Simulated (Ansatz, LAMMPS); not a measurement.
**Ladder of methods for the bulk modulus of bcc V**

Reference value: 161 GPa (measured, corrected for temperature and zero-point phonon effects, our sources range from 159 to 166; as tabulated in Levämäki et al. (2014), arXiv:1402.3671).

```
level (code)                    value (GPa)  cell (Å³/atom)  error (%)
------------------------------  -----------  --------------  ---------
Lennard-Jones uff-vdw (LAMMPS)         0.35           20.67       -100
LDA (Ansatz)                            209           12.53        +30
PBE (Ansatz)                            182           13.46      +13.0
RPBE (Ansatz)                           172           13.78       +6.8
r²SCAN (Ansatz)                         194           13.27        +20
r²SCAN-D4 (Ansatz)                      196           13.18        +22
B3LYP (VWN-RPA form) (Ansatz)           202           13.31        +25
HSE06 (Ansatz)                          207           13.00        +29
PBE0 (Ansatz)                           211           12.99        +31
r²SCAN0 (Ansatz)                        211           12.93        +31
r²SCANh (Ansatz)                        203           13.08        +26
Hartree–Fock (Ansatz)                   260           13.56        +61
```

Leaving aside Lennard-Jones uff-vdw (doubt noted below): Of the ranked levels RPBE (+6.8 %) comes nearest. Farthest off among them: Hartree–Fock (+61 %). Of the ranked levels only RPBE lands within 10 %. All 11 levels lie above the reference.

The crystal itself was run without spin with LDA, PBE, RPBE, r²SCAN, r²SCAN-D4, B3LYP (VWN-RPA form), HSE06, PBE0, r²SCAN0, r²SCANh, Hartree–Fock; a magnetic state was not tried in these runs. Lennard-Jones uff-vdw: this is a force field's van der Waals term alone, without bonds or charges. Lennard-Jones uff-vdw: pair potentials favour close packing, so symmetry can be all that holds this lattice. Each level is taken at its own relaxed cell. Cutoffs and k meshes differ between the levels. Ansatz's density-functional and Hartree–Fock values are scalar-relativistic unless marked +SOC, with PAW data made under PBE.

Differences are worked out from the printed values.

Ansatz is a quantum-chemistry and plane-wave program.
